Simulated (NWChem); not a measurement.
System: AlCl₃; SMILES [Cl][Al]([Cl])[Cl]

The following NWChem deck was run.

```
start job
memory heap 200 mb stack 900 mb global 1100 mb
geometry units angstroms noautosym nocenter noautoz
  Al     0.000000     0.000000     0.002297
  Cl    -2.037473     0.455994    -0.000159
  Cl     1.413639     1.536506    -0.000159
  Cl     0.623834    -1.992500    -0.000159
end
basis spherical
  * library 6-31g*
end
dft
  xc hfexch
  iterations 150
  mulliken
end
task dft energy
esp
  recalculate
  probe 0.07
  range 0.3
  factor 1.0
  spacing 0.02
end
task esp
```

Excerpt of the output:

```
             Northwest Computational Chemistry Package (NWChem) 7.3.0
             --------------------------------------------------------

                             Geometry "geometry" -> ""
                             -------------------------

 Output coordinates in angstroms (scale by  1.889725989 to convert to a.u.)

  No.       Tag          Charge          X              Y              Z
 ---- ---------------- ---------- -------------- -------------- --------------
    1 Al                  13.0000     0.00000000     0.00000000     0.00229700
    2 Cl                  17.0000    -2.03747300     0.45599400    -0.00015900
    3 Cl                  17.0000     1.41363900     1.53650600    -0.00015900
    4 Cl                  17.0000     0.62383400    -1.99250000    -0.00015900

 Effective nuclear repulsion energy (a.u.)     294.9076841454

  xc_inp: hfexch multiplicative factor not found.

                                 NWChem DFT Module
                                 -----------------

 Summary of "ao basis" -> "ao basis" (spherical)
 ------------------------------------------------------------------------------
       Tag                 Description            Shells   Functions and Types
 ---------------- ------------------------------  ------  ---------------------
 Al                          6-31g*                  8       18   4s3p1d
 Cl                          6-31g*                  8       18   4s3p1d

            General Information
            -------------------
          SCF calculation type: DFT
          Wavefunction type:  closed shell.
          No. of atoms     :     4
          No. of electrons :    64
           Alpha electrons :    32
            Beta electrons :    32
          Charge           :     0
          Spin multiplicity:     1
          Use of symmetry is: off; symmetry adaption is: off
          Maximum number of iterations: 150
          AO basis - number of functions:    72
                     number of shells:    32
          Convergence on energy requested:  1.00D-06
          Convergence on density requested:  1.00D-05
          Convergence on gradient requested:  5.00D-04

              XC Information
              --------------
                     Hartree-Fock (Exact) Exchange  1.000

      Superposition of Atomic Density Guess
      -------------------------------------

 Sum of atomic energies:       -1620.21039885

      Non-variational initial energy
      ------------------------------

 Total energy =   -1620.857034
 1-e energy   =   -2829.817757
 2-e energy   =     914.053038
 HOMO         =      -0.442928
 LUMO         =      -0.024573

     ---------------------------------------------
      Total Density - Mulliken Population Analysis
     ---------------------------------------------

    Atom       Charge   Shell Charges
 -----------   ------   -------------------------------------------------------
    1 Al  13    11.74   2.00  2.00  5.97  0.67  0.74  0.08  0.08  0.20
    2 Cl  17    17.42   2.00  2.00  5.98  1.38  3.73  0.55  1.78  0.01
    3 Cl  17    17.42   2.00  2.00  5.98  1.38  3.73  0.55  1.78  0.01
    4 Cl  17    17.42   2.00  2.00  5.98  1.38  3.73  0.55  1.78  0.01

   convergence    iter        energy       DeltaE   RMS-Dens  Diis-err
 ---------------- ----- ----------------- --------- --------- ---------
 d= 0,ls=0.0,diis     1  -1620.5241249134 -1.92D+03  1.00D-02  2.44D-01
 d= 0,ls=0.0,diis     2  -1620.5637122487 -3.96D-02  2.72D-03  4.35D-02
 d= 0,ls=0.0,diis     3  -1620.5705813430 -6.87D-03  7.39D-04  8.93D-04
 d= 0,ls=0.0,diis     4  -1620.5708711251 -2.90D-04  1.19D-04  1.87D-05
 d= 0,ls=0.0,diis     5  -1620.5708777149 -6.59D-06  1.54D-05  3.19D-07
 d= 0,ls=0.0,diis     6  -1620.5708778142 -9.93D-08  1.97D-06  7.00D-09

         Total DFT energy =    -1620.570877814189
      One electron energy =    -2830.829944174520
           Coulomb energy =     1016.381355103993
    Exchange-Corr. energy =     -101.029972889048
 Nuclear repulsion energy =      294.907684145386

 Numeric. integr. density =        0.000000000000

                       DFT Final Molecular Orbital Analysis
                       ------------------------------------

 Vector   30  Occ=2.000000D+00  E=-4.864162D-01
              MO Center=  7.5D-01, -6.9D-01,  1.7D-04, r^2= 4.4D+00
   Bfn.  Coefficient  Atom+Function         Bfn.  Coefficient  Atom+Function
  ----- ------------  ---------------      ----- ------------  ---------------
    63      0.557192  4 Cl pz                45     -0.408084  3 Cl pz
    67      0.328580  4 Cl pz                49     -0.240650  3 Cl pz
    59     -0.216651  4 Cl pz                41      0.158674  3 Cl pz
    27     -0.149108  2 Cl pz                31     -0.087930  2 Cl pz
    15     -0.066460  1 Al d -1              23      0.057977  2 Cl pz

 Vector   31  Occ=2.000000D+00  E=-4.864162D-01
              MO Center= -7.5D-01,  6.9D-01,  1.7D-04, r^2= 4.4D+00
   Bfn.  Coefficient  Atom+Function         Bfn.  Coefficient  Atom+Function
  ----- ------------  ---------------      ----- ------------  ---------------
    27      0.557302  2 Cl pz                45     -0.407782  3 Cl pz
    31      0.328645  2 Cl pz                49     -0.240472  3 Cl pz
    23     -0.216694  2 Cl pz                41      0.158557  3 Cl pz
    63     -0.149519  4 Cl pz                67     -0.088173  4 Cl pz
    17      0.066460  1 Al d  1              59      0.058137  4 Cl pz

 Vector   32  Occ=2.000000D+00  E=-4.681801D-01
              MO Center= -6.2D-07,  7.4D-07, -1.3D-04, r^2= 5.5D+00
   Bfn.  Coefficient  Atom+Function         Bfn.  Coefficient  Atom+Function
  ----- ------------  ---------------      ----- ------------  ---------------
    26      0.414351  2 Cl py                61     -0.405205  4 Cl px
    43      0.312472  3 Cl px                44     -0.287485  3 Cl py
    30      0.240629  2 Cl py                65     -0.235317  4 Cl px
    47      0.181464  3 Cl px                48     -0.166953  3 Cl py
    22     -0.160134  2 Cl py                57      0.156599  4 Cl px

 Vector   33  Occ=0.000000D+00  E= 5.544317D-02
              MO Center= -2.3D-07,  1.6D-07,  1.0D+00, r^2= 4.2D+00
   Bfn.  Coefficient  Atom+Function         Bfn.  Coefficient  Atom+Function
  ----- ------------  ---------------      ----- ------------  ---------------
    10      1.457285  1 Al s                 13      0.444259  1 Al pz
    28     -0.423457  2 Cl s                 46     -0.423457  3 Cl s
    64     -0.423457  4 Cl s                 29     -0.285621  2 Cl px
    66     -0.279316  4 Cl py                 9      0.238264  1 Al pz
    48      0.215393  3 Cl py                47      0.198169  3 Cl px

 Vector   34  Occ=0.000000D+00  E= 5.628983D-02
              MO Center= -8.9D-08,  9.7D-08, -1.0D+00, r^2= 4.0D+00
   Bfn.  Coefficient  Atom+Function         Bfn.  Coefficient  Atom+Function
  ----- ------------  ---------------      ----- ------------  ---------------
    10      0.897552  1 Al s                 13     -0.727156  1 Al pz
     9     -0.387547  1 Al pz                28     -0.261292  2 Cl s
    46     -0.261292  3 Cl s                 64     -0.261292  4 Cl s
    31      0.229807  2 Cl pz                49      0.229807  3 Cl pz
    67      0.229807  4 Cl pz                29     -0.176209  2 Cl px

 Vector   35  Occ=0.000000D+00  E= 1.558619D-01
              MO Center= -2.5D-01,  2.3D-01,  4.5D-03, r^2= 8.1D+00
   Bfn.  Coefficient  Atom+Function         Bfn.  Coefficient  Atom+Function
  ----- ------------  ---------------      ----- ------------  ---------------
    12      1.802192  1 Al py                64      0.898252  4 Cl s
    46     -0.657866  3 Cl s                 30     -0.347090  2 Cl py
    47      0.329243  3 Cl px                28     -0.240385  2 Cl s
    66      0.219089  4 Cl py                65     -0.172975  4 Cl px
    26     -0.169116  2 Cl py                29     -0.149191  2 Cl px

     ---------------------------------------------
      Total Density - Mulliken Population Analysis
     ---------------------------------------------

    Atom       Charge   Shell Charges
 -----------   ------   -------------------------------------------------------
    1 Al  13    12.13   2.00  2.00  5.98  0.70  1.11 -0.03  0.04  0.33
    2 Cl  17    17.29   2.00  2.00  5.98  1.35  3.60  0.59  1.76  0.01
    3 Cl  17    17.29   2.00  2.00  5.98  1.35  3.60  0.59  1.76  0.01
    4 Cl  17    17.29   2.00  2.00  5.98  1.35  3.60  0.59  1.76  0.01

     -------------------------------------------
      Total Density - Lowdin Population Analysis
     -------------------------------------------

    Atom       Charge   Shell Charges
 -----------   ------   -------------------------------------------------------
    1 Al  13    12.60   2.00  1.97  5.90  0.48  1.07  0.20  0.50  0.49
    2 Cl  17    17.13   2.00  2.00  5.92  1.13  3.33  0.65  2.09  0.01
    3 Cl  17    17.13   2.00  2.00  5.92  1.13  3.33  0.65  2.09  0.01
    4 Cl  17    17.13   2.00  2.00  5.92  1.13  3.33  0.65  2.09  0.01

     Multipole analysis of the density
     ---------------------------------

     L   x y z        total         alpha         beta         nuclear
     -   - - -        -----         -----         ----         -------
     0   0 0 0     -0.000000    -32.000000    -32.000000     64.000000

     1   1 0 0      0.000000      0.000000      0.000000      0.000000
     1   0 1 0     -0.000000     -0.000000     -0.000000     -0.000000
     1   0 0 1      0.005395     -0.017855     -0.017855      0.041105

     2   2 0 0    -41.664317   -219.312422   -219.312422    396.960527
     2   1 1 0     -0.000000     -0.000003     -0.000003      0.000006
     2   1 0 1      0.000000      0.000000      0.000000     -0.000000
     2   0 2 0    -41.664313   -219.312334   -219.312334    396.960355
     2   0 1 1      0.000000      0.000000      0.000000      0.000000
     2   0 0 2    -34.695903    -17.348076    -17.348076      0.000250

                     NWChem Electrostatic Potential Fit Module
                     -----------------------------------------

 Atom parameters

 Number of atoms is                                    4
 Number of basis functions is                         72

 Grid parameters

 Maximum number of grid points is                  25830
 Number of grid points is                          25829
 Grid range                                     0.300000 nm
 Grid spacing                                   0.020000 nm
 Probe radius                                   0.070000 nm
 Atom radius factor                             1.000000

 Atomic radii

   13    0.195000
   17    0.169000
 FASTESP  F
  using M.O. file = ./job.movecs

    Atom              Coordinates                           Charge

                                                  ESP

    1 Al    0.000000    0.000000    0.000230    0.963574
    2 Cl   -0.203747    0.045599   -0.000016   -0.321119
    3 Cl    0.141364    0.153651   -0.000016   -0.321342
    4 Cl    0.062383   -0.199250   -0.000016   -0.321113
                                            ------------
                                                0.000000

 Dipole moment                                  0.004560

 Quadrupole moment Qxx                         -7.499689
                   Qyy                         -7.500337
                   Qzz                         15.000026

 RMS deviation kJ/mol                           0.112903

 RRMS %                                        34.543006
```

Level: Hartree-Fock/6-31G* (spherical d). Coordinates come from a B3LYP/6-31G* (spherical d) optimisation.
